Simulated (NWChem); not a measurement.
System: CH3O, doublet; SMILES [O]C

Here is an NWChem input.

```
start job
memory heap 200 mb stack 900 mb global 1100 mb
geometry units angstroms
  C     -0.006837    -0.565579     0.038175
  O     -0.011847     0.768743    -0.125853
  H      0.579607    -1.144467    -0.727205
  H      0.547231    -0.755966     1.007569
  H     -1.014655    -1.035955     0.205085
end
basis spherical
  C library def2-tzvp
  O library def2-tzvp
  H library def2-tzvp
end
dft
  odft
  mult 2
  xc becke88 perdew86
  iterations 150
end
driver
  maxiter 120
end
task dft optimize
task dft freq
```

Excerpt of the output:

```
             Northwest Computational Chemistry Package (NWChem) 7.3.0
             --------------------------------------------------------

 CS  symmetry detected

                             Geometry "geometry" -> ""
                             -------------------------

 Output coordinates in angstroms (scale by  1.889725989 to convert to a.u.)

  No.       Tag          Charge          X              Y              Z
 ---- ---------------- ---------- -------------- -------------- --------------
    1 C                    6.0000    -0.01847553    -0.55747138     0.00000000
    2 O                    8.0000    -0.00964425     0.78687511     0.00000000
    3 H                    1.0000    -0.44054592    -1.03812286     0.92501474
    4 H                    1.0000     1.06909899    -0.87392692     0.00000000
    5 H                    1.0000    -0.44054592    -1.03812286    -0.92501474

 Effective nuclear repulsion energy (a.u.)      34.4116590495

      Symmetry information
      --------------------

 Group name             Cs
 Group number              2
 Group order               2
 No. of unique centers     4

                                Z-matrix (autoz)
                                --------

 Units are Angstrom for bonds and degrees for angles

      Type          Name      I     J     K     L     M      Value
      ----------- --------  ----- ----- ----- ----- ----- ----------
    1 Stretch                  1     2                       1.34438
    2 Stretch                  1     3                       1.12464
    3 Stretch                  1     4                       1.13268
    4 Stretch                  1     5                       1.12464
    5 Bend                     2     1     3               115.45725
    6 Bend                     2     1     4               105.84722
    7 Bend                     2     1     5               115.45725
    8 Bend                     3     1     4               103.94223
    9 Bend                     3     1     5               110.67097
   10 Bend                     4     1     5               103.94223

  perdew86 is a nonlocal functional; adding perdew81 local functional.

                           NWChem Geometry Optimization
                           ----------------------------

 maximum gradient threshold         (gmax) =   0.000450
 rms gradient threshold             (grms) =   0.000300
 maximum cartesian step threshold   (xmax) =   0.001800
 rms cartesian step threshold       (xrms) =   0.001200
 fixed trust radius                (trust) =   0.300000
 source of zmatrix                         =   autoz

          -------------------
          Energy Minimization
          -------------------

 Using diagonal initial Hessian
 Scaling for Hessian diagonals: bonds = 1.00  angles = 0.25  torsions = 0.10

          --------
          Step   0

                                 NWChem DFT Module
                                 -----------------

 Summary of "ao basis" -> "ao basis" (spherical)
 ------------------------------------------------------------------------------
       Tag                 Description            Shells   Functions and Types
 ---------------- ------------------------------  ------  ---------------------
 C                         def2-tzvp                11       31   5s3p2d1f
 O                         def2-tzvp                11       31   5s3p2d1f
 H                         def2-tzvp                 4        6   3s1p

      Symmetry analysis of basis
      --------------------------

        a'         53
        a"         27

            General Information
            -------------------
          SCF calculation type: DFT
          Wavefunction type:  spin polarized.
          No. of atoms     :     5
          No. of electrons :    17
           Alpha electrons :     9
            Beta electrons :     8
          Charge           :     0
          Spin multiplicity:     2
          Use of symmetry is: on ; symmetry adaption is: on
          Maximum number of iterations: 150
          AO basis - number of functions:    80
                     number of shells:    34
          Convergence on energy requested:  1.00D-06
          Convergence on density requested:  1.00D-05
          Convergence on gradient requested:  5.00D-04

              XC Information
              --------------
                    Becke 1988 Exchange Functional  1.000
                Perdew 1981 Correlation Functional  1.000 local
                Perdew 1986 Correlation Functional  1.000 non-local

[...]

      ----------------------
      Optimization converged
      ----------------------

  Step       Energy      Delta E   Gmax     Grms     Xrms     Xmax
  ---- ---------------- -------- -------- -------- -------- --------
@    3    -115.09892337 -1.7D-06  0.00004  0.00002  0.00088  0.00163
                                     ok       ok       ok       ok

                                Z-matrix (autoz)
                                --------

 Units are Angstrom for bonds and degrees for angles

      Type          Name      I     J     K     L     M      Value     Gradient
      ----------- --------  ----- ----- ----- ----- ----- ---------- ----------
    1 Stretch                  1     2                       1.35650    0.00002
    2 Stretch                  1     3                       1.11172   -0.00000
    3 Stretch                  1     4                       1.12282    0.00002
    4 Stretch                  1     5                       1.11172   -0.00000
    5 Bend                     2     1     3               114.20915   -0.00002
    6 Bend                     2     1     4               105.40258    0.00004
    7 Bend                     2     1     5               114.20915   -0.00002
    8 Bend                     3     1     4               105.02954   -0.00002
    9 Bend                     3     1     5               111.83389    0.00004
   10 Bend                     4     1     5               105.02954   -0.00002

                         Geometry "geometry" -> "geometry"
                         ---------------------------------

 Output coordinates in angstroms (scale by  1.889725989 to convert to a.u.)

  No.       Tag          Charge          X              Y              Z
 ---- ---------------- ---------- -------------- -------------- --------------
    1 C                    6.0000    -0.01469325    -0.57342615     0.00000000
    2 O                    8.0000    -0.01378714     0.78307225     0.00000000
    3 H                    1.0000    -0.43961694    -1.02902242     0.92075252
    4 H                    1.0000     1.06760164    -0.87237016     0.00000000
    5 H                    1.0000    -0.43961694    -1.02902242    -0.92075252

 Effective nuclear repulsion energy (a.u.)      34.3670158185

      Symmetry information
      --------------------

 Group name             Cs
 Group number              2
 Group order               2
 No. of unique centers     4

                Final and change from initial internal coordinates
                --------------------------------------------------

                                Z-matrix (autoz)
                                --------

 Units are Angstrom for bonds and degrees for angles

[...]

 Rotational Constants
 --------------------
 A=   5.185576 cm-1  (  7.460721 K)
 B=   0.938402 cm-1  (  1.350121 K)
 C=   0.929770 cm-1  (  1.337702 K)

 Temperature                      =   298.15K
 frequency scaling parameter      =   1.0000

 Zero-Point correction to Energy  =   21.592 kcal/mol  (  0.034409 au)
 Thermal correction to Energy     =   23.548 kcal/mol  (  0.037526 au)
 Thermal correction to Enthalpy   =   24.140 kcal/mol  (  0.038469 au)

 Total Entropy                    =   55.502 cal/mol-K
   - Translational                =   36.213 cal/mol-K (mol. weight =  31.0184)
   - Rotational                   =   18.509 cal/mol-K (symmetry #  =        1)
   - Vibrational                  =    0.780 cal/mol-K

 Cv (constant volume heat capacity) =    8.225 cal/mol-K
   - Translational                  =    2.979 cal/mol-K
   - Rotational                     =    2.979 cal/mol-K
   - Vibrational                    =    2.266 cal/mol-K

[normal modes left out]

 ----------------------------------------------------------------------------
 Normal Eigenvalue ||           Projected Infra Red Intensities
  Mode   [cm**-1]  || [atomic units] [(debye/angs)**2] [(KM/mol)] [arbitrary]
 ------ ---------- || -------------- ----------------- ---------- -----------
    1       -0.000 ||    0.005786           0.133         5.641       3.092
    2       -0.000 ||    0.005992           0.138         5.841       3.201
    3       -0.000 ||    0.000032           0.001         0.031       0.017
    4       -0.000 ||    0.004880           0.113         4.758       2.608
    5        0.000 ||    0.005055           0.117         4.928       2.701
    6        0.000 ||    0.000671           0.015         0.654       0.359
    7      564.900 ||    0.113079           2.609       110.235      60.416
    8      920.575 ||    0.000810           0.019         0.790       0.433
    9     1089.556 ||    0.008160           0.188         7.955       4.360
   10     1276.495 ||    0.013343           0.308        13.007       7.129
   11     1291.522 ||    0.031878           0.735        31.077      17.032
   12     1463.692 ||    0.005960           0.137         5.810       3.184
   13     2766.603 ||    0.002215           0.051         2.159       1.183
   14     2846.621 ||    0.043124           0.995        42.039      23.040
   15     2890.869 ||    0.039763           0.917        38.763      21.244
 ----------------------------------------------------------------------------
```

Level: BP86/def2-TZVP, spin-unrestricted. The radical's symmetric form is orbitally degenerate, so geometry and low modes hang on which distorted state is reached. No stability test was run on the SCF state.
